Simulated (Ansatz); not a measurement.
# Cl₂ (charge +1): harmonic frequencies at the relaxed geometry

Program: the Ansatz DFT code, driven from Python.

Typed at the interpreter:
```pycon
>>> import itertools
>>> import ansatz
>>> from ase import Atoms
>>> from ase.data import atomic_numbers, covalent_radii
>>> import numpy as np
>>> atoms = Atoms(["Cl", "Cl"], positions=[
...     (0.0, 0.0, 0.0),
...     (0.0, 0.0, 2.04),
... ])
>>> mol = ansatz.Crystal.molecule_from_ase(atoms)
>>> calculation = mol.calculation().basis(gaussian="cc-pVDZ").functional("PBE0").charge(1).spin("collinear", total=1)
>>> symbols = [site.symbol for site in mol.cartesian_sites]
>>> start = np.array([site.position_ang for site in mol.cartesian_sites], dtype=float)
>>> def progress(event):
...     if event["event"] == "relax_step":
...         row = event["data"]
...         print(f"step {row['step']:3d}  E = {row['lagrangian_ev']:.6f} eV  largest force component {row['allowed_force_max_ev_ang']:.4f} eV/A")
...
>>> r = calculation.relax(force_tolerance=0.003).session().plan().execute(on_event=progress).report
step   1  E = -25024.571073 eV  largest force component 2.4838 eV/A
step   2  E = -25024.739271 eV  largest force component 0.4628 eV/A
step   3  E = -25024.742937 eV  largest force component 0.0353 eV/A
step   4  E = -25024.742766 eV  largest force component 0.1036 eV/A
step   5  E = -25024.742959 eV  largest force component 0.0000 eV/A
>>> end = np.array(r["positions_ang"])
>>> # pairs closer than 1.2 times the sum of covalent radii, before or after
>>> radius = [covalent_radii[atomic_numbers[s]] for s in symbols]
>>> span = lambda where, i, j: np.linalg.norm(where[i] - where[j])
>>> bonded = [(i, j) for i, j in itertools.combinations(range(len(symbols)), 2) if min(span(start, i, j), span(end, i, j)) < 1.2 * (radius[i] + radius[j])]
>>> print("pair        before    after (A)")
pair        before    after (A)
>>> for i, j in bonded:
...     print(f"{symbols[i]}{i}-{symbols[j]}{j}".ljust(10), f"{span(start, i, j):8.4f} {span(end, i, j):8.4f}")
...
Cl0-Cl1      2.0400   1.9157
>>> # same settings at the minimum
>>> minimum = ansatz.Crystal.molecule()
>>> for symbol, place in zip(symbols, end):
...     minimum = minimum.atom(symbol, place.tolist())
...
>>> vibrating = minimum.calculation()
>>> vibrating = vibrating.basis(gaussian="cc-pVDZ")
>>> vibrating = vibrating.functional("PBE0")
>>> vibrating = vibrating.charge(1)
>>> vibrating = vibrating.spin("collinear", total=1).phonons(temperatures=(298.15, 498.15, 100))
>>> vib = vibrating.run().report["vibrations"]
>>> sums = vib["harmonic_sums"]
>>> modes = [m["omega_inv_cm"] for m in sums["modes_at_gamma"] if m["rigid_motion"] == "no"]
>>> for number, w in enumerate(modes, start=1):
...     print(f"mode {number:2d} {w:9.1f} 1/cm {w / 8065.544 * 1000:8.2f} meV")
...
mode  1     649.0 1/cm    80.46 meV
>>> print("imaginary modes:", sum(w < 0 for w in modes), " zero-point energy:", round(sums["zero_point_energy_ev"], 4), "eV")
imaginary modes: 0  zero-point energy: 0.0402 eV
>>> print("T (K)   F_vib (eV)   S_vib (meV/K)   C_vib (meV/K)")
T (K)   F_vib (eV)   S_vib (meV/K)   C_vib (meV/K)
>>> for row in zip(sums["temperatures_k"], sums["vibrational_free_energy_ev"], vib["entropy_ev_per_k"], vib["heat_capacity_ev_per_k"]):
...     print(f"{row[0]:6.1f} {row[1]:11.4f} {1000 * row[2]:13.4f} {1000 * row[3]:15.4f}")
...
 298.1      0.0391        0.0162          0.0403
 398.1      0.0368        0.0301          0.0556
 498.1      0.0331        0.0436          0.0648
```

What to keep in mind:
- Total energies depend on the basis set; only differences at equal settings carry meaning.
- The frequencies are harmonic and unscaled, in a modest basis.
- The run takes the species as open-shell (spin multiplicity 2), which needn't be its ground state.
- The spin state was assumed, and another may lie lower.
- Run time: 8.4 s on 1 thread of Arm Neoverse V2, with other jobs on the host, peak memory 0.18 GiB.
